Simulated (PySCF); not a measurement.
# Bond curve of PH

Set-up: basis P x2c-TZVPPall, H x2c-TZVPPall; spin-free X2C with a Gaussian nucleus; PySCF 2.14. Energies in eV from P + H in their ground configurations at the same level. State: ³Σ⁻ (triplet), unpaired electrons π ↑↑.

```
R (Å)  revPBE     PBE  CAM-B3LYP  UHF-SCS-MP2
1.229  -2.587  -2.642     -2.790       -2.493
1.286  -2.900  -2.954     -3.082       -2.783
1.343  -3.087  -3.140     -3.247       -2.945
1.386  -3.161  -3.213     -3.306       -3.000
1.429  -3.191  -3.242     -3.320       -3.010
1.472  -3.184  -3.234     -3.298       -2.983
1.529  -3.131  -3.180     -3.223       -2.902
1.601  -3.008  -3.056     -3.075       -2.747
1.686  -2.808  -2.854     -2.843       -2.507
1.800  -2.486  -2.531     -2.480       -2.127
```

Problem. Put a parabola through the three lowest points of the revPBE curve and estimate Re, k and ωe (reduced mass 0.9761 u; 1 eV/Å² = 0.16022 mdyn/Å; ωe = 1302.8·√(k/μ) cm⁻¹).

Solution. Through R = 1.386, 1.429, 1.472 Å the second-order coefficient is 10.0 eV/Å², so Re ≈ 1.442 Å, k ≈ 3.21 mdyn/Å and ωe ≈ 2361 cm⁻¹. A polynomial fit of higher order to the unrounded revPBE energies gives Re = 1.441 Å, k = 2.99 mdyn/Å, ωe = 2279 cm⁻¹; anharmonicity and rounding make the difference.

The higher-order fit for each curve: revPBE: Re = 1.441 Å, ωe = 2279 cm⁻¹, De = 3.19 eV; PBE: Re = 1.440 Å, ωe = 2282 cm⁻¹, De = 3.24 eV; CAM-B3LYP: Re = 1.423 Å, ωe = 2382 cm⁻¹, De = 3.32 eV; UHF-SCS-MP2: Re = 1.418 Å, ωe = 2420 cm⁻¹, De = 3.01 eV.

Correlated steps freeze 5 core orbitals. The state was picked by a PBE0 search and need not be the measured ground state.
